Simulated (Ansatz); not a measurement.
# FH₆NSi (built from SMILES F[SiH3].N): a saddle search

Aim: find the first-order saddle near the start with the program's own search, from a guess of the mode.

The runs use Ansatz 0.2.0, Gaussian basis; r2SCAN-D4/def2-mTZVP.

## Step 1: The system as given

The start, a known saddle point with all atoms moved at random by about 0.06 Å a coordinate: 9 atoms, charge 0, spin multiplicity 1.

Atoms are counted from 1 here; the program's logs count them from 0.

Bond lengths: Si1–H3 1.513 Å, Si1–H4 1.580 Å, Si1–H5 1.546 Å, Si1–N7 1.825 Å, H6–N7 1.090 Å, N7–H8 1.127 Å, N7–H9 0.942 Å. Angles: H3–Si1–H4 105.7°, H3–Si1–H5 115.8°, H3–Si1–N7 114.2°, H4–Si1–H5 98.1°, H4–Si1–N7 103.1°, H5–Si1–N7 116.8°, Si1–N7–H6 82.7°, Si1–N7–H8 113.4°, Si1–N7–H9 116.4°, H6–N7–H8 112.0°, H6–N7–H9 121.4°, H8–N7–H9 108.9°.

Coordinates:

```
Si   -0.58071   -0.04444   -0.58854
F     1.40852    0.68307   -0.86628
H    -0.06254   -0.97104   -1.66603
H    -1.96664   -0.65065   -0.13179
H    -1.09386    1.33041   -1.07337
H     1.18608    0.30903    0.28573
N     0.40293   -0.05964    0.94803
H     0.62378   -1.09794    1.32702
H     0.07605    0.46316    1.66087
```

## Step 2: The search

Contents of run/in.yaml:

```yaml
crystal:
  periodic: [false, false, false]
  atoms:
    - {symbol: Si, position_ang: [-0.580708, -0.044437, -0.588545]}
    - {symbol: F, position_ang: [1.408523, 0.683066, -0.866284]}
    - {symbol: H, position_ang: [-0.062543, -0.971037, -1.666032]}
    - {symbol: H, position_ang: [-1.966640, -0.650653, -0.131791]}
    - {symbol: H, position_ang: [-1.093864, 1.330409, -1.073370]}
    - {symbol: H, position_ang: [1.186077, 0.309026, 0.285726]}
    - {symbol: N, position_ang: [0.402931, -0.059637, 0.948029]}
    - {symbol: H, position_ang: [0.623783, -1.097936, 1.327015]}
    - {symbol: H, position_ang: [0.076049, 0.463156, 1.660865]}
basis:
  gaussian: {orbitals: def2-mTZVP}
hamiltonian: {xc: r2scan, dispersion: d4}
saddle:
  f_tol: 0.1
  max_steps: 40
  mode_guess:
    - [-0.2462, -0.1424, 0.2197]
    - [0.4174, 0.0630, 0.3030]
    - [0.0348, 0.0787, 0.1059]
    - [-0.2568, -0.0862, -0.0081]
    - [0.0889, -0.0806, 0.0642]
    - [0.1933, 0.2274, -0.6120]
    - [-0.1341, -0.0345, -0.0433]
    - [-0.0516, -0.0048, -0.0124]
    - [-0.0457, -0.0206, -0.0169]
```

Command:

```console
ansatz run in.yaml --threads 2 --pin off --events-out ev --progress --plain --max-ram 4352MiB
```

The log of the run, shortened:

```text
Functional definition: r2SCAN
  name "r2SCAN"
  cite "Furness, Kaplan, Ning, Perdew & Sun, J. Phys. Chem. Lett. 11, 8208 (2020) doi:10.1021/acs.jpclett.0c02405"
  cite "Furness, Kaplan, Ning, Perdew & Sun, J. Phys. Chem. Lett. 11, 9248 (2020) doi:10.1021/acs.jpclett.0c03077"
  parent r2scan
[...]
759 factors; their error is unknown
[...]
mean field -12180.57941007 eV, -447.6280370268 hartree, gradient 3.0e-5 eV, S^2 0.000000; 0 other end points of the search recorded, 0 dependent functions left out
[...]
reference -12180.57942089 eV, -447.6280374243 hartree; 18, 18 occupied and 60, 60 virtual orbitals, 759 factors
[... from here to the last solve, the lines of the solves are left out (59 solves) ...]
saddle step   1: F+E_penalty+E_count = -12180.60899440 eV  max|allowed force component| = 6.500e0 eV/Å  curvature = -1.9875 eV/Å²  mode residual = 7.10e0 eV/Å²  Δτ_max = 0.0000 Å  (1 rotations, 3 force calls, 65 SCF iters)  cluster: 3 rotations left out, max|force component along them| = [...]
saddle step   5: F+E_penalty+E_count = -12181.26030126 eV  max|allowed force component| = 2.609e-1 eV/Å  curvature = -5.2017 eV/Å²  mode residual = 7.34e-1 eV/Å²  Δτ_max = 0.0069 Å  (1 rotations, 3 force calls, 68 SCF iters)  cluster: 3 rotations left out, max|force component along them| [...]
saddle step   6: F+E_penalty+E_count = -12181.26232130 eV  max|allowed force component| = 4.542e-2 eV/Å  curvature = -5.1904 eV/Å² (error put at 0.0035; -5.1937 at half of saddle.amplitude)  mode residual = 3.16e-1 eV/Å²  Δτ_max = 0.0083 Å  (1 rotations, 45 force calls, 757 SCF iters)  [...]
Total energy: -12181.26233194 eV, -447.6531339425 hartree
Atom 0 at    -0.610367    -0.058002    -0.638470 Å, force    -0.045419    -0.028263    -0.014355 eV/Å
Atom 1 at     1.408526     0.752752    -0.911010 Å, force    -0.015180    -0.011260     0.008917 eV/Å
Atom 2 at    -0.137553    -1.034572    -1.637776 Å, force     0.003394    -0.008202    -0.021152 eV/Å
Atom 3 at    -1.895234    -0.666287    -0.131124 Å, force     0.019532     0.008885    -0.002619 eV/Å
Atom 4 at    -1.000172     1.316006    -1.004254 Å, force    -0.004776     0.031606    -0.017519 eV/Å
Atom 5 at     1.242610     0.354923     0.306564 Å, force    -0.005544    -0.003939     0.035386 eV/Å
Atom 6 at     0.384210    -0.117714     0.930962 Å, force     0.026260    -0.008668     0.023071 eV/Å
Atom 7 at     0.567871    -1.049976     1.293676 Å, force     0.014060     0.010539    -0.010808 eV/Å
Atom 8 at     0.033717     0.464827     1.687045 Å, force     0.007673     0.009303    -0.000921 eV/Å
Dipole moment:    -0.261149    -0.320393     0.842370 e Å
```

It took 76 s on 2 threads of Arm Neoverse V1, shared host.

The steps of the relaxation:

```csv
step,energy from step 1 (eV),largest force component (eV/Å)
1,0.0000,6.5003
2,-0.5550,1.9342
3,-0.6330,0.4432
4,-0.6471,0.4089
5,-0.6513,0.2609
6,-0.6533,0.0454
```

Distances of close pairs at the start and the end, largest changes first:

```csv
bond,before (Å),after (Å),change (Å)
N7–H8,1.127,1.017,-0.110
N7–H9,0.942,1.017,+0.074
H6–N7,1.090,1.162,+0.072
Si1–H5,1.546,1.474,-0.071
Si1–H4,1.580,1.509,-0.071
Si1–H3,1.513,1.475,-0.038
Si1–N7,1.825,1.859,+0.034
```

## Step 3: Outcome

```
                  quantity         value
                     steps             6
             energy change  -63.0 kJ/mol
        last largest force   0.0454 eV/Å
       RMSD from the start       0.081 Å
RMSD from the known saddle       0.019 Å
```

What this shows: It converged in 6 steps at a force tolerance of 0.1 eV/Å. It is back at the known saddle, up to the shift that another level brings. So loose a tolerance leaves the structure only roughly relaxed.
